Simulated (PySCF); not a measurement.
Species: P5 (charge -1).
Atom-mapped SMILES: `[p:1]1[p:2][p:3][p-:4][p:5]1`

Geometry (PBE0-D3(BJ)/def2-SVP, Å), atoms numbered from 1 in this order:
```xyz
5
P5 angstrom
P      0.1124    1.7792    0.0241
P     -1.0953    0.6164   -1.2455
P     -0.7791   -1.4078   -0.7704
P      0.6226   -1.4951    0.7954
P      1.1729    0.4742    1.2881
```

Computed with TDDFT wB97X-D/def2-SVPD, vertical, gas phase, core orbitals frozen in the response in PySCF. The geometry's basis has no diffuse functions, a weakness for an anion.

Ground-to-excited transition dipoles (e·a0, same axes as the geometry; the sign carries no meaning), for the states with f of 0.002 or more among the lowest 10:

```json
{"state": "S7", "E (eV)": "4.288", "μx": "0.465", "μy": "-0.737", "μz": "0.564"}
{"state": "S8", "E (eV)": "4.289", "μx": "0.516", "μy": "0.730", "μz": "0.530"}
{"state": "S10", "E (eV)": "5.127", "μx": "-0.269", "μy": "0.015", "μz": "0.242"}
```

**Question.** Work out the oscillator strengths.

**Answer.** f = (2/3) ΔE |μ|² with ΔE in hartree (27.2114 eV).

```tsv
state	|μ|² (au)	|μ| (D)	f
S7	1.078	2.64	0.113
S8	1.081	2.64	0.114
S10	0.131	0.92	0.017
```

**Question.** What is the point group, and which symmetry does each of these states have?

**Answer.** D5h. The ground state is totally symmetric, so the direction of μ fixes the label. Polarised along the main axis, so A2″: S10. Polarised across the main axis, so E1′: S7 and S8.

**Question.** All atoms lie in one plane. Which transitions are polarised in it and which across it?

**Answer.** In the plane: S7 and S8. Perpendicular: S10. 

**Question.** How is the summed strength of these states shared among x, y and z?

**Answer.** (2/3) Σ ΔE μα² gives 0.060 for x, 0.113 for y and 0.070 for z, 0.243 in all.

**Question.** What peak molar absorption coefficient would the strongest computed level give as a lone Gaussian band 0.5 eV wide at half height?

**Answer.** ε(max) = 2.175×10⁸ f / FWHM, with the width in cm⁻¹. S7/S8 (f summed): 2.175×10⁸ × 0.2268 / 4033 ≈ 12000 L mol⁻¹ cm⁻¹.

S7/S8 coincide within about 0.01 eV; within a degenerate level the directions of the single components are arbitrary.

From S7 up the states lie above the vertical detachment energy of 4.05 eV (ΔSCF), that is within the continuum, which a finite basis only mimics.

Time: 27 s wall; peak memory 0.57 GiB. Hardware: Intel Xeon 6975P-C, one thread, shared host.
